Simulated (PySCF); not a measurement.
Molecule: `CCCSSC`, C4H10S2.

Geometry:
```
atom   x (Å)   y (Å)   z (Å)
  C1   2.578  -0.126   0.231
  C2   1.280  -0.496  -0.470
  C3   0.303   0.664  -0.538
  S4  -1.266   0.277  -1.377
  S5  -2.128  -1.094  -0.104
  C6  -3.008  -0.026   1.066
  H7   2.397   0.200   1.268
  H8   3.268  -0.982   0.269
  H9   3.098   0.696  -0.287
 H10   0.789  -1.331   0.058
 H11   1.481  -0.852  -1.494
 H12   0.715   1.502  -1.128
 H13   0.080   1.063   0.466
 H14  -3.742   0.602   0.542
 H15  -3.534  -0.698   1.761
 H16  -2.312   0.603   1.638
```

Geometry PBE0-D3(BJ)/def2-SVP throughout; GIAO in PySCF 2.14, gas phase, one conformer, non-relativistic; equivalent atoms averaged; functional PBE0.

Problem. How do the shifts δ (against TMS, CS2 at the same level) depend on the basis set? (a selection of nuclei; ppm; last column core-seconds on shared hosts with different chips, so compare them loosely)

Solution. 
```
    basis set  functions    C3    C2    C6    C1     S4     S5  H10/H11  H12/H13  H7/H8/H9  core-s
       STO-3G         48  32.5  25.7  22.4  19.8   12.4  -28.9     0.94     0.86      0.71     4.6
        6-31G         82  39.0  24.7  23.5  15.2   90.1   -1.4     1.89     2.35      1.11      10
     pcSseg-0         82  41.1  24.4  25.5  16.6   87.7  -18.5     1.57     2.01      1.09     6.9
       6-31G*        112  37.4  24.4  22.6  14.8  100.3   17.1     1.81     2.20      0.97      15
     def2-SVP        142  38.8  23.8  22.4  14.6   88.7    7.0     1.53     1.97      0.83      22
      cc-pVDZ        142  41.0  26.7  23.7  16.0   83.1    3.0     1.62     2.11      0.90      14
     pcSseg-1        166  40.5  25.9  24.7  15.4   96.6    4.7     1.59     2.09      0.98      22
  aug-cc-pVDZ        236  41.6  26.4  25.2  14.6  101.2   22.3     1.87     2.39      1.02      32
6-311+G(2d,p)        238  41.3  26.0  25.2  14.6  120.5   29.4     1.80     2.35      0.94      55
    def2-TZVP        258  41.2  26.9  24.6  15.4  115.5   24.2     1.80     2.25      0.94      68
     IGLO-III        328  42.0  27.3  25.0  15.5  125.6   34.9     1.85     2.36      0.96      51
      cc-pVTZ        328  40.9  26.5  24.6  15.2   94.2   10.8     1.79     2.27      0.95      53
```

Problem. Which nucleus among those listed moves most, in ppm?

Solution. S4 (disulfide sulfur): from 12.4 ppm with STO-3G to 125.6 ppm with IGLO-III. The smallest spread is 0.40 ppm, at H7/H8/H9. Proton shifts span only some 12 ppm, so a few tenths of a ppm matter as much there as several ppm in carbon.

Problem. Taking the largest basis, cc-pVTZ (328 functions), as the yardstick, rank the others by their worst heavy-atom deviation.

Solution. def2-SVP 5.5 ppm (142 functions), pcSseg-1 6.2 ppm (166 functions), 6-31G* 6.2 ppm (112 functions), cc-pVDZ 11.1 ppm (142 functions), aug-cc-pVDZ 11.4 ppm (236 functions), 6-31G 12.2 ppm (82 functions), def2-TZVP 21.3 ppm (258 functions), 6-311+G(2d,p) 26.3 ppm (238 functions), pcSseg-0 29.4 ppm (82 functions), IGLO-III 31.4 ppm (328 functions), STO-3G 81.8 ppm (48 functions).

A small basis that lands close on one nucleus may do so by chance; judge by the trend and by all nuclei.
